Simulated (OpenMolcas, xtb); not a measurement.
SiHOF (SMILES O[Si]F): methods side by side

SiHOF has 4 atoms, charge 0, and is taken as a singlet. As SMILES, `O[Si]F`. Geometry: relaxed at GFN2-xTB.

Each level gives the vertical energy of the triplet above the singlet (eV). The values are calculated.

```json
{"level": "GFN0-xTB", "kind": "semi-empirical", "program": "xtb", "value (eV)": "2.24", "less FCI/STO-3G": "-1.89", "CPU time (all runs)": "under 2 s"}
{"level": "HF/STO-3G", "kind": "Hartree–Fock", "program": "OpenMolcas", "value (eV)": "3.40", "less FCI/STO-3G": "-0.73", "CPU time (all runs)": "3.5 s"}
{"level": "HF/STO-3G, open shells restricted", "kind": "Hartree–Fock", "program": "OpenMolcas", "value (eV)": "3.43", "less FCI/STO-3G": "-0.70", "CPU time (all runs)": "3.8 s"}
{"level": "SVWN5/STO-3G", "kind": "LDA", "program": "OpenMolcas", "value (eV)": "4.45", "less FCI/STO-3G": "+0.32", "CPU time (all runs)": "7.3 s"}
{"level": "PBE/STO-3G", "kind": "GGA", "program": "OpenMolcas", "value (eV)": "4.35", "less FCI/STO-3G": "+0.22", "CPU time (all runs)": "9.3 s"}
{"level": "r2SCAN/STO-3G", "kind": "meta-GGA", "program": "OpenMolcas", "value (eV)": "4.26", "less FCI/STO-3G": "+0.13", "CPU time (all runs)": "12 s"}
{"level": "M06-2X/STO-3G", "kind": "hybrid meta-GGA", "program": "OpenMolcas", "value (eV)": "4.14", "less FCI/STO-3G": "+0.01", "CPU time (all runs)": "11 s"}
{"level": "MRCI(2,2)/STO-3G", "kind": "multireference", "program": "OpenMolcas", "value (eV)": "4.03", "less FCI/STO-3G": "-0.10", "CPU time (all runs)": "3.2 s"}
{"level": "FCI/STO-3G, open shells restricted", "kind": "exact in the basis", "program": "OpenMolcas", "value (eV)": "4.13", "less FCI/STO-3G": "0.00", "CPU time (all runs)": "3.6 min"}
```

FCI/STO-3G, open shells restricted is exact within its basis and frozen core, so for wave-function methods in that basis the difference is their error; functionals converge differently with the basis, so for them it is only a difference. The values span 2.24 to 4.45 eV. The xTB rows lack spin polarisation, so open shells miss the exchange term that lowers them. All rows use very small basis sets, so even the best lies far from the true value. Times are those of the runs behind each value, whatever else they computed, on shared processors of several kinds: orders of magnitude only.
